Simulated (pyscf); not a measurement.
H₃C–AlH₂ + H₂O → H₃C–AlH–OH + H₂ (four-centre exchange; singlet surface; Al–H, H–O broken, Al–O, H–H formed). Optimised with ωB97X-D3(BJ)/def2-SVP in PySCF. Energies in kcal/mol from the separated reactants.

```json
[
 {"level": "PBE/def2-TZVP", "barrier": "-10.5", "reaction energy": "-30.2"},
 {"level": "r²SCAN/def2-TZVP", "barrier": "___", "reaction energy": "___"},
 {"level": "B3LYP-D3(BJ)/def2-TZVP", "barrier": "-7.5", "reaction energy": "-31.7"},
 {"level": "PBE0-D3(BJ)/def2-TZVP", "barrier": "___", "reaction energy": "-29.5"},
 {"level": "ωB97M-D3(BJ)/def2-TZVP", "barrier": "-6.6", "reaction energy": "-30.7"},
 {"level": "HF/def2-TZVP", "barrier": "7.3", "reaction energy": "-28.0"}
]
```

Problem. Some entries are withheld; supply them.

Solution. 
- r²SCAN/def2-TZVP, barrier: -11.8
- r²SCAN/def2-TZVP, reaction energy: -32.8
- PBE0-D3(BJ)/def2-TZVP, barrier: -9.1

On the reactant side the descent ends in an adduct with a Al–O contact, 21.7 kcal/mol under the separated species and 14.4 kcal/mol under the saddle at ωB97X-D3(BJ)/def2-TZVP. At PBE, r²SCAN, B3LYP-D3(BJ), PBE0-D3(BJ), ωB97M-D3(BJ) the saddle lies under the separated reactants, which points to a path from their complex (located at ωB97X-D3(BJ) alone). What is counted as formed (Al–O) is already present as a longer contact in the reactant adduct; forming that adduct is a step of its own. At the saddle there is also a short Al–H contact that neither side keeps. One saddle was located; it need not be the lowest between these sides.
